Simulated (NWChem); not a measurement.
# doublet [O2]− at 6 levels

We compute a comparison of 6 runs (UHF/STO-3G, UHF/3-21G, UB3LYP/6-31G*, U-r2SCAN/aug-cc-pVTZ, UPBE0/aug-cc-pVTZ) of doublet [O2]−. 

The results are computed with NWChem 7.3.0.

2 further runs of the same task are left out: 2 set aside as unsound or not needed. Runs told in other sessions of the task aren't counted.

## 1. The structure to begin with

[O2]−: 2 atoms, total charge -1, spin state doublet. SMILES of the parent species: `O=O`. Geometry: relaxed at PBE0-D4/def2-TZVP. That shape belongs to the parent species and isn't relaxed for this state.

Bond lengths: O1–O2 1.193 Å.

## 2. The energy at UHF/STO-3G (run 1)

run.py

```python
from ase import Atoms
from ase.calculators.nwchem import NWChem

molecule = Atoms(['O', 'O'], positions=[
    [0.509550, -0.164850, 0.262450],
    [-0.509550, 0.164850, -0.262450],
])

calc = NWChem(
    label='o2',
    theory='scf',
    memory='2200 mb',
    basis='STO-3G',
    basispar='spherical bse',
    charge=-1,
    scf={'nopen': '1', 'uhf': None, 'thresh': '1e-08', 'maxiter': '80'},
    task='energy',
)
molecule.calc = calc

print("Total energy (eV):", round(molecule.get_potential_energy(), 6))
```

Command:

```bash
$ export ASE_NWCHEM_COMMAND="nwchem PREFIX.nwi > PREFIX.nwo"
$ python run.py
```

What it wrote:

```text
Total energy (eV): -4009.770524
```

The calculator wrote o2.nwi:

```
title "o2"

permanent_dir o2

scratch_dir o2

start o2

geometry units angstrom nocenter noautosym noautoz
  O  5.0954999999999995e-01 -1.6485000000000000e-01 2.6245000000000002e-01
  O  -5.0954999999999995e-01 1.6485000000000000e-01 -2.6245000000000002e-01
end

charge -1

memory 2200 mb

basis spherical bse noprint
   * library STO-3G
end

scf
  nopen 1
  uhf
  thresh 1e-08
  maxiter 80
end

task scf energy
```

o2.nwo:

```text
Northwest Computational Chemistry Package (NWChem) 7.3.0
             --------------------------------------------------------

           Job information
           ---------------

    nwchem branch   = 7.3.0
    use scalapack   = T
    input           = o2.nwi
    prefix          = o2.
    data base       = o2/o2.db
    status          = startup
    nproc           =        1

           Memory information
           ------------------

[... 5 lines left out ...]
    hardfail = no
[... 92 lines left out ...]
 1-e energy   =    -278.808945
[... 9 lines left out ...]
 Convergence threshold     :          1.000E-08
[... 15 lines left out ...]
      One electron energy =   -270.560522560778
[... 9 lines left out ...]
          Final alpha eigenvalues
[... 100 lines left out ...]
                     UHF Final Beta Molecular Orbital Analysis
[... 113 lines left out ...]
       Multipole analysis of the density wrt the origin
       ------------------------------------------------

     L   x y z        total         alpha         beta         nuclear
     -   - - -        -----         -----         ----         -------
     0   0 0 0     -1.000000     -9.000000     -8.000000     16.000000

     1   1 0 0      0.000000      0.000000      0.000000      0.000000
[... 8 lines of this table left out ...]
     2   0 0 2     -7.259197     -5.987069     -5.207727      3.935599

 Task  times  cpu:        0.1s     wall:        0.1s
 Total times  cpu:        0.1s     wall:        0.1s
```

Run time: 1.5 s. Hardware: 1 thread of Intel Xeon Platinum 8259CL at 2.50GHz (Skylake/Cascade Lake), shared host; peak memory 0.1 GiB.

## 3. A single-point energy at UHF/3-21G (run 2)

struct.nw

```
start struct
title "O2"
memory total 2200 mb
charge -1

geometry units angstroms noautosym nocenter noautoz
   O     0.509550   -0.164850    0.262450
   O    -0.509550    0.164850   -0.262450
end

basis spherical bse
   * library 3-21G
end

scf
   doublet
   uhf
   thresh 1e-08
   maxiter 80
   noprint "final vectors analysis"
end

task scf energy
```

Command:

```bash
$ nwchem struct.nw > struct.out
```

What it wrote:

```text
[...]
  functions       =    18
[...]
  wavefunction    = UHF
[...]
         Total SCF energy =   -148.678146013679
      One electron energy =   -268.797145317935
      Two electron energy =     91.726004186933
 Nuclear repulsion energy =     28.392995117324
                       Sz =      0.5000
                 Sz(Sz+1) =      0.7500
                      S^2 =      0.7561
[...]
```

It took 0.71 s on 1 thread of Intel Xeon Platinum 8259CL at 2.50GHz (Skylake/Cascade Lake), shared host; peak memory 0.099 GiB.

Run 3 isn't shown in full; the table further down has it.

## 4. The energy at UB3LYP/6-31G(d) (Cartesian functions) (run 4)

run.nw

```
start run
title "O2 energy"
memory 2200 mb
charge -1

geometry noautosym nocenter noautoz
  O        0.509550      -0.164850       0.262450
  O       -0.509550       0.164850      -0.262450
end

basis cartesian
  * library 6-31G*
end

dft
  xc b3lyp
  mult 2
  grid xfine
  convergence energy 1e-08
  maxiter 100
  mulliken
  print medium
end

task dft energy
```

Command:

```bash
$ nwchem run.nw > run.out
```

What it wrote:

```text
[...]
          Wavefunction type:  spin polarized.
          No. of atoms     :     2
          No. of electrons :    17
[...]
          Charge           :    -1
          Spin multiplicity:     2
[...]
          AO basis - number of functions:    30
[...]
              XC Information
              --------------
                         B3LYP Method XC Potential
                     Hartree-Fock (Exact) Exchange  0.200
                        Slater Exchange Functional  0.800 local
                    Becke 1988 Exchange Functional  0.720 non-local
              Lee-Yang-Parr Correlation Functional  0.810
                  VWN I RPA Correlation Functional  0.190 local
[...]
 d= 0,ls=0.0,diis     1   -150.0703832468 -1.78D+02  2.79D-02  6.24D-01     0.6
[...]
 d= 0,ls=0.0,diis     7   -150.2704463373 -3.78D-09  3.31D-07  8.01D-11     3.6
[...]
         Total DFT energy =     -150.270446337257
      One electron energy =     -269.610157990274
           Coulomb energy =      108.436748412554
    Exchange-Corr. energy =      -17.490031876862
 Nuclear repulsion energy =       28.392995117324
[...]
      Total Density - Mulliken Population Analysis
     ---------------------------------------------
    Atom       Charge   Shell Charges
 -----------   ------   -------------------------------------------------------
    1 O    8     8.50   1.99  0.89  2.87  1.02  1.71  0.01
    2 O    8     8.50   1.99  0.89  2.87  1.02  1.71  0.01
[...]
      <S2> =      0.7524 (Exact =     0.7500)
[...]
```

Run time: 4.2 s. Hardware: 1 thread of Intel Xeon Platinum 8259CL at 2.50GHz (Skylake/Cascade Lake), shared host; peak memory 0.11 GiB.

Run 5 isn't shown in full; the table further down has it.

## 5. A single-point energy at UPBE0/aug-cc-pVTZ (run 6)

m1.xyz

```xyz
2
O2
O      0.509550    -0.164850     0.262450
O     -0.509550     0.164850    -0.262450
```

m1.nw

```
start m1
title "O2"
memory total 2200 mb
charge -1

geometry noautosym nocenter noautoz
load m1.xyz
end

basis spherical bse
O library aug-cc-pVTZ
end

dft
xc pbe0
mult 2
grid fine
convergence energy 1e-08
maxiter 100
mulliken
end

task dft energy
```

Command:

```bash
$ nwchem m1.nw > m1.out
```

What it wrote:

```text
[...]
          Wavefunction type:  spin polarized.
          No. of atoms     :     2
          No. of electrons :    17
[...]
          Charge           :    -1
          Spin multiplicity:     2
[...]
          AO basis - number of functions:    92
[...]
              XC Information
              --------------
                         PBE0 Method XC Functional
                     Hartree-Fock (Exact) Exchange  0.250
          PerdewBurkeErnzerhof Exchange Functional  0.750
            Perdew 1991 LDA Correlation Functional  1.000 local
           PerdewBurkeErnz. Correlation Functional  1.000 non-local
[...]
 d= 0,ls=0.0,diis     1   -148.6199775073 -1.77D+02  2.54D+00  2.83D+00     2.1
[...]
 d= 0,ls=0.0,diis    11   -150.2204675588 -4.09D-09  9.28D-07  2.79D-10    19.2
[...]
         Total DFT energy =     -150.220467558790
      One electron energy =     -268.525422836536
           Coulomb energy =      107.115221870384
    Exchange-Corr. energy =      -17.203261709962
 Nuclear repulsion energy =       28.392995117324
[...]
      Total Density - Mulliken Population Analysis
     ---------------------------------------------
    Atom       Charge   Shell Charges
 -----------   ------   -------------------------------------------------------
    1 O    8     8.50   1.94  0.25  1.00  0.69  0.10  1.27  2.01  1.02  0.15  0.01  0.05 -0.01  0.00  0.01
    2 O    8     8.50   1.94  0.25  1.00  0.69  0.10  1.27  2.01  1.02  0.15  0.01  0.05 -0.01  0.00  0.01
[...]
      <S2> =      0.7562 (Exact =     0.7500)
[...]
```

Wall time 20 s (1 thread of Intel Xeon Platinum 8259CL at 2.50GHz (Skylake/Cascade Lake), shared host); peak memory 0.12 GiB.

## 6. All runs side by side

| run | level | iteration cap | module | energy (Eh) | HOMO energy (eV) | LUMO energy (eV) | ⟨S²⟩ | wall time |
| --- | --- | --- | --- | --- | --- | --- | --- | --- |
| 1 | UHF/STO-3G | 80 | scf | -147.356350 | 7.49 | 23.14 | 0.751 | 1.5 s |
| 2 | UHF/3-21G | 80 | scf | -148.678146 | – | – | 0.756 | 0.71 s |
| 3 | UB3LYP/6-31G* (spherical functions) | 100 | dft | -150.265525 | 5.58 | 8.57 | 0.752 | 3.6 s |
| 4 | UB3LYP/6-31G* (Cartesian functions) | 100 | dft | -150.270446 | 5.52 | 8.51 | 0.752 | 4.2 s |
| 5 | U-r2SCAN/aug-cc-pVTZ | 100 | dft | -150.304100 | 4.33 | 5.31 | 0.757 | 25 s |
| 6 | UPBE0/aug-cc-pVTZ | 100 | dft | -150.220468 | 3.02 | 5.90 | 0.756 | 20 s |

## 7. Summary of results

```
                                 quantity          value
                      run 6: total energy  -150.22047 Eh
run 6: HOMO energy (highest over α and β)        3.02 eV
 run 6: LUMO energy (lowest over α and β)        5.90 eV
                              run 6: ⟨S²⟩          0.756
```

In words: Totals of different functionals can't be ranked against each other. In runs 1, 3, 4, 5, 6 the HOMO lies above zero, from self-interaction, a short basis or an electron that isn't bound. In run 1 the basis is minimal, so the values are rough. All runs together took 55 s, the longest 25 s.
